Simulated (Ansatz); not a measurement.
AlH4OSi (`[AlH][O][SiH3]`) radical. Charge 0, multiplicity 2. The geometry is a stationary point of PBE0-D4/def2-TZVP.

```xyz
7

Al   -0.035   -1.784    1.348
O    -0.020   -0.438    0.329
Si   -0.037    1.014   -0.405
H     0.218   -3.206    0.640
H     0.440    0.881   -1.807
H    -1.418    1.566   -0.418
H     0.852    1.967    0.313
```

(1) What is the dipole moment at r2SCAN/def2-TZVPP? (Best estimate.)

(2) And with PBE, B3LYP, ωB97M-V? (An estimate is asked.)

(3) Give the Mulliken charges with r2SCAN, PBE, ωB97M-V in def2-TZVPP. (An estimate is asked.)

Answers

(1) Ansatz gave: 0.67 D, with components (-0.08, -0.21, 0.63) D in this frame, pointing from negative to positive charge.

(2) Ansatz gave: PBE 0.63 D, B3LYP 0.74 D, ωB97M-V 0.87 D.

(3) Computed: 
```csv
atom,r2SCAN,PBE,ωB97M-V
Al1,0.36,0.23,0.27
O2,-0.37,-0.22,-0.31
Si3,0.41,0.29,0.27
H4,-0.14,-0.10,-0.10
H5,-0.08,-0.07,-0.04
H6,-0.09,-0.07,-0.05
H7,-0.09,-0.07,-0.05
```

B3LYP here is the variant with VWN-RPA as its local correlation; programs differ in this.
